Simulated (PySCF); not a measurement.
# Vibration and rotation of MgCl

UHF-CCSD(T) constants of MgCl, ²Σ⁺ (doublet), unpaired electrons σ ↑ (basis Mg def2-SVP, Cl def2-SVP; no relativity; PySCF 2.14; masses 23.9850 and 34.9689 u):

| Quantity | Value |
| --- | --- |
| ωe | 474.6 cm⁻¹ |
| ωexe | 1.69 cm⁻¹ |
| Be | 0.23696 cm⁻¹ |
| αe | 0.00129 cm⁻¹ |
| De to Mg + Cl | 2.97 eV |

(1) What force constant and bond length do these constants imply?

(2) Estimate the centrifugal constant D from the Kratzer relation and find the Dunham coefficient a1.

Correlated steps freeze 6 core orbitals. Correlated levels converge slowly with the basis: in double zeta they bind strong bonds too weakly, by up to about 1 eV, and carry superposition errors of some tenths. The state is the lowest determinant that a PBE0 search found; another state may lie lower at other levels.

## Answers

(1) Reduced mass μred = 14.227 u; k = 5.8918×10⁻⁷·μred·ωe² (u, cm⁻¹, mdyn/Å) = 1.89 mdyn/Å; Re = √(16.8576/(μred·Be)) (u, cm⁻¹, Å) = 2.236 Å.

(2) D = 4Be³/ωe² = 2.36e-07 cm⁻¹; a1 = −1 − αeωe/(6Be²) = -2.82.
